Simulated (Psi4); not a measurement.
**triplet AlCl at 3 levels**

Aim: a comparison of 3 runs (U-wB97X-V/aug-cc-pVTZ, UDSD-PBEP86/aug-cc-pVTZ, UMP3/aug-cc-pVTZ) of triplet AlCl. 

Program for the calculation: Psi4 1.11.

4 further runs of the same task are left out: 4 that didn't finish.

## (1) The system as given

AlCl: 2 atoms, total charge 0, spin state triplet. SMILES of the parent species: `[Al][Cl]`. The bond length is the one measured for the parent species. That shape belongs to the parent species and isn't relaxed for this state.

Bond lengths: Al1–Cl2 2.130 Å.

## (2) The energy at U-wB97X-V/aug-cc-pVTZ (run 1)

The input, calc.inp:

```
memory 1600 MB

molecule {
  0 3
  Al     0.000000     0.000000     0.000000
  Cl     0.000000     0.000000     2.130113
  units angstrom
  symmetry c1
}

set {
  basis aug-cc-pVTZ
  reference uks
  puream true
  e_convergence 1e-09
  d_convergence 1e-08
  scf_type pk
  dft_radial_points 99
  dft_spherical_points 590
  maxiter 100
}

e, wfn = energy('wb97x-v', return_wfn=True)
```

Started as:

```console
$ psi4 -i calc.inp -o calc.out -n 1
```

calc.out:

```text
[...]
  Running in c1 symmetry.
[...]
  Nuclear repulsion =   54.902328448335837
[...]
  Multiplicity = 3
[...]
  Nalpha       = 16
  Nbeta        = 14
[...]
    Number of basis functions: 100
[...]
   @UKS iter   1:  -702.45273347267585   -3.89184e-01   2.64411e-03 DIIS/ADIIS
[...]
   @UKS iter  12:  -702.48842382916973   -8.64020e-12   3.50744e-09 DIIS
[...]
   @S^2 Observed:                2.002039322E+00
[...]
  @UKS Final Energy:  -702.48842382916973
   => Energetics <=
    Nuclear Repulsion Energy =             54.9023284483358367
    One-Electron Energy =               -1081.3433482879945586
    Two-Electron Energy =                 359.0773580518748531
    DFT Exchange-Correlation Energy =     -35.2514254834675995
    Empirical Dispersion Energy =           0.0000000000000000
    VV10 Nonlocal Energy =                  0.1266634420818463
    Total Energy =                       -702.4884238291697329
[...]
 Multipole Moments:
 ------------------------------------------------------------------------------------
     Multipole            Electronic (a.u.)      Nuclear  (a.u.)        Total (a.u.)
 ------------------------------------------------------------------------------------
 L = 1.  Multiply by 2.5417464519 to convert [e a0] to [Debye]
 Dipole X            :         -0.0000000            0.0000000           -0.0000000
 Dipole Y            :         -0.0000000            0.0000000           -0.0000000
 Dipole Z            :         -0.9772522            0.2658241           -0.7114281
 Magnitude           :                                                    0.7114281
[...]
```

It took 100 s on 1 thread of Intel Xeon at 2.50GHz (Skylake/Cascade Lake), shared host; peak memory 1 GiB.

## (3) A single-point energy at UDSD-PBEP86/aug-cc-pVTZ (density fitting for correlation) (run 2)

The input, alcl.xyz:

```xyz
2
AlCl
Al     0.000000     0.000000     0.000000
Cl     0.000000     0.000000     2.130113
```

The input, alcl.py:

```python
import psi4

psi4.set_memory('1600 MB')
psi4.set_num_threads(1)
psi4.core.set_output_file('alcl.out', False)

with open('alcl.xyz') as f:
    atoms = ''.join(f.readlines()[2:])
mol = psi4.geometry('0 3\n' + atoms + 'symmetry c1\nno_reorient\nno_com')

options = {'reference': 'uks', 'puream': True, 'e_convergence': 1e-09, 'd_convergence': 1e-08, 'scf_type': 'pk', 'dft_radial_points': 99, 'dft_spherical_points': 590, 'num_frozen_docc': 10, 'maxiter': 100}
psi4.set_options(options)

E, wfn = psi4.energy('dsd-pbep86/aug-cc-pVTZ', return_wfn=True)
print('E =', round(E, 9))
for k, v in sorted(psi4.core.scalar_variables().items()):
    print(f'{k:45s} {v:18.10f}')
```

Started as:

```console
$ python alcl.py
```

alcl.out:

```text
[...]
  Running in c1 symmetry.
[...]
  Nuclear repulsion =   54.902328448335837
[...]
  Multiplicity = 3
[...]
  Nalpha       = 16
  Nbeta        = 14
[...]
    Number of basis functions: 100
[...]
   @UKS iter   1:  -701.87603479795348   -3.81225e-01   2.32865e-03 DIIS/ADIIS
[...]
   @UKS iter  11:  -701.90914477549904   -1.03455e-11   4.91263e-09 DIIS
[...]
   @S^2 Observed:                2.002567504E+00
[...]
  @UKS Final Energy:  -701.90914477549904
   => Energetics <=
    Nuclear Repulsion Energy =             54.9023284483358367
    One-Electron Energy =               -1081.4229000797804474
    Two-Electron Energy =                 337.8954140836260649
    DFT Exchange-Correlation Energy =     -13.2839872276803970
    Empirical Dispersion Energy =           0.0000000000000000
    VV10 Nonlocal Energy =                  0.0000000000000000
    Total Energy =                       -701.9091447754990440
[...]
 Multipole Moments:
 ------------------------------------------------------------------------------------
     Multipole            Electronic (a.u.)      Nuclear  (a.u.)        Total (a.u.)
 ------------------------------------------------------------------------------------
 L = 1.  Multiply by 2.5417464519 to convert [e a0] to [Debye]
 Dipole X            :          0.0000000            0.0000000            0.0000000
 Dipole Y            :          0.0000000            0.0000000            0.0000000
 Dipole Z            :        -69.1948888           68.4306132           -0.7642756
 Magnitude           :                                                    0.7642756
[...]
```

The script printed:

```text
E = -702.026107408
CURRENT ENERGY                                   -702.0261074078
CURRENT REFERENCE ENERGY                         -701.9091447755
DD SOLVATION ENERGY                                 0.0000000000
DFT FUNCTIONAL TOTAL ENERGY                      -701.9091447755
DFT TOTAL ENERGY                                 -702.0261074078
DFT VV10 ENERGY                                     0.0000000000
DFT XC ENERGY                                     -13.2839872277
DOUBLE-HYBRID CORRECTION ENERGY                    -0.1169626323
DSD-PBEP86 DOUBLE-HYBRID CORRECTION ENERGY         -0.1169626323
DSD-PBEP86 TOTAL ENERGY                          -702.0261074078
GRID ELECTRONS ALPHA                               15.9999999106
GRID ELECTRONS BETA                                13.9999999082
GRID ELECTRONS TOTAL                               29.9999998188
NUCLEAR REPULSION ENERGY                           54.9023284483
ONE-ELECTRON ENERGY                             -1081.4229000798
PCM POLARIZATION ENERGY                             0.0000000000
PE ENERGY                                           0.0000000000
SCF ITERATION ENERGY                             -701.9091447755
SCF ITERATIONS                                     11.0000000000
SCF TOTAL ENERGY                                 -701.9091447755
TWO-ELECTRON ENERGY                               337.8954140836
XC GRID RADIAL POINTS                              99.0000000000
XC GRID SPHERICAL POINTS                          590.0000000000
XC GRID TOTAL POINTS                           114969.0000000000
```

Run time: 41 s. Hardware: 1 thread of Intel Xeon at 2.50GHz (Skylake/Cascade Lake), shared host; peak memory 0.9 GiB.

## (4) A single-point energy at UMP3/aug-cc-pVTZ (run 3)

The input, job.json:

```json
{
  "schema_name": "qcschema_input",
  "schema_version": 1,
  "molecule": {
    "schema_name": "qcschema_molecule",
    "schema_version": 2,
    "symbols": ["Al", "Cl"],
    "geometry": [0.0, 0.0, 0.0, 0.0, 0.0, 4.02533018],
    "molecular_charge": 0,
    "molecular_multiplicity": 3,
    "fix_symmetry": "c1",
    "fix_com": true,
    "fix_orientation": true
  },
  "driver": "energy",
  "model": {
    "method": "mp3",
    "basis": "aug-cc-pVTZ"
  },
  "keywords": {
    "reference": "uhf",
    "puream": true,
    "e_convergence": 1e-09,
    "d_convergence": 1e-08,
    "scf_type": "pk",
    "num_frozen_docc": 10,
    "maxiter": 100,
    "mp_type": "conv"
  }
}
```

Started as:

```console
$ psi4 --qcschema job.json -n 1 --memory 1600MB
```

stdout:

```text
[...]
  Running in c1 symmetry.
[...]
  Nuclear repulsion =   54.902328533953948
[...]
  Multiplicity = 3
[...]
  Nalpha       = 16
  Nbeta        = 14
[...]
    Number of basis functions: 100
[...]
   @UHF iter   1:  -701.39820732574208   -4.67920e-01   2.05006e-03 ADIIS/DIIS
[...]
   @UHF iter  12:  -701.43389639852410   -2.36469e-11   8.08453e-09 DIIS
[...]
   @S^2 Observed:                2.002804972E+00
[...]
  @UHF Final Energy:  -701.43389639852410
   => Energetics <=
    Nuclear Repulsion Energy =             54.9023285339539484
    One-Electron Energy =               -1081.4131925436590791
    Two-Electron Energy =                 325.0769676111810327
    Total Energy =                       -701.4338963985239843
  UHF NO Occupations:
  HONO-2 :   14  A 1.9991749
  HONO-1 :   15  A 1.0000000
[...]
 Multipole Moments:
 ------------------------------------------------------------------------------------
     Multipole            Electronic (a.u.)      Nuclear  (a.u.)        Total (a.u.)
 ------------------------------------------------------------------------------------
 L = 1.  Multiply by 2.5417464519 to convert [e a0] to [Debye]
 Dipole X            :          0.0000000            0.0000000            0.0000000
 Dipole Y            :         -0.0000000            0.0000000           -0.0000000
 Dipole Z            :        -69.2253311           68.4306131           -0.7947180
 Magnitude           :                                                    0.7947180
[...]
	SCS-MP2 Total Energy (a.u.)        :  -701.64887271149371
	SOS-MP2 Total Energy (a.u.)        :  -701.64581981315587
[...]
	SOS-PI-MP2 Total Energy (a.u.)     :  -701.66212161428143
[...]
	MP2 Total Energy (a.u.)            :  -701.65497850816973
[...]
	SCS-MP3 Total Energy (a.u.)        :  -701.65380360609993
[...]
	MP3 Total Energy (a.u.)            :  -701.67470208659438
[...]
```

The result, in JSON:

```text
{
 "driver": "energy",
 "model": {
  "method": "mp3",
  "basis": "aug-cc-pVTZ"
 },
 "success": true,
 "return_result": -701.6747020865944,
 "properties": {
  "calcinfo_nbasis": 100,
  "calcinfo_nmo": 100,
  "calcinfo_nalpha": 16,
  "calcinfo_nbeta": 14,
  "calcinfo_natom": 2,
  "nuclear_repulsion_energy": 54.90232853395395,
  "return_energy": -701.6747020865944,
  "scf_one_electron_energy": -1081.413192543659,
  "scf_two_electron_energy": 325.07696761118103,
  "scf_dipole_moment": [2.1071157271171143e-15, -3.339783939466349e-15, -0.7947180185699096],
  "scf_total_energy": -701.4338963985241,
  "scf_iterations": 12,
  "mp2_same_spin_correlation_energy": -0.05806409839046049,
  "mp2_opposite_spin_correlation_energy": -0.16301801125520754,
  "mp2_singles_energy": 0.0,
  "mp2_doubles_energy": -0.22108210964566805,
  "mp2_correlation_energy": -0.22108210964563568,
  "mp2_total_energy": -701.6549785081697
 }
}
```

It took 90 s on 1 thread of Intel Xeon at 2.50GHz (Skylake/Cascade Lake), shared host; peak memory 1 GiB.

## (5) The series

| run | level | frozen core orbitals | fitting correlation | energy (Eh) | HOMO energy (eV) | LUMO energy (eV) | ⟨S²⟩ | wall time |
| --- | --- | --- | --- | --- | --- | --- | --- | --- |
| 1 | U-wB97X-V/aug-cc-pVTZ | 0 | – | -702.488424 | -6.26 | -2.30 | 2.002 | 100 s |
| 2 | UDSD-PBEP86/aug-cc-pVTZ (density fitting for correlation) | 10 | density fitting | -702.026107 | -5.86 | -2.44 | 2.003 | 41 s |
| 3 | UMP3/aug-cc-pVTZ | 10 | none | -701.674702 | -6.73 | -0.88 | 2.003 | 90 s |

## (6) Outcome

| quantity | value |
| --- | --- |
| run 3: total energy | -701.67470 Eh |
| run 3: HOMO energy (Hartree–Fock orbitals) (highest over α and β) | -6.73 eV |
| run 3: LUMO energy (Hartree–Fock orbitals) (lowest over α and β) | -0.88 eV |
| run 3: correlation energy (10 core orbitals frozen) | -240.8 mEh |
| run 3: ⟨S²⟩ of the reference determinant | 2.003 |

**Reading.** Totals of different functionals can't be ranked against each other. All runs together took 3.9 min, the longest 100 s.
